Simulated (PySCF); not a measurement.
Beryllium: a sound run and one with changed settings

Sound run: Be [He] 2s2, Be⁺ [He] 2s1. Calculation: PySCF 2.14, in cc-pVTZ-DK; the spin-free X2C one-electron Hamiltonian (Gaussian nucleus). In the sound run the correlated levels freeze 1s2. The sound run starts from symmetry-adapted Hartree-Fock orbitals and uses a fine grid where one is needed.

Changed run: basis STO-3G, all-electron and non-relativistic. This setting is unsound on purpose.

```tsv
species	method	sound run (hartree)	changed run (hartree)	converged
Be	UHF	-14.57539	-14.35188	yes
Be	PBE	-14.63132	-14.40592	yes
Be	B3LYP	-14.67509	-14.45101	yes
Be	MP2	-14.60356	-14.37567	yes
Be	CCSD(T)	-14.62093	-14.40333	yes
Be⁺	UHF	-14.27971	-14.09784	yes
Be⁺	PBE	-14.30071	-14.11224	yes
Be⁺	B3LYP	-14.34024	-14.15225	yes
```

Ionisation energy of Be:

```tsv
method	sound run (eV)	changed run (eV)
UHF	8.046	6.913
PBE	8.996	7.991
B3LYP	9.112	8.130
MP2	8.812	7.560
SCS-MP2	8.966	7.690
CCSD	9.285	8.313
CCSD(T)	9.285	8.313
CCSDT	9.285	8.313
FCI	9.285	8.313
```

A minimal basis cannot let orbitals breathe on ionisation and holds almost no correlation. The Hamiltonian changed with the basis, so the totals do not compare.

For comparison, NIST gives 9.323 eV between the lowest levels.
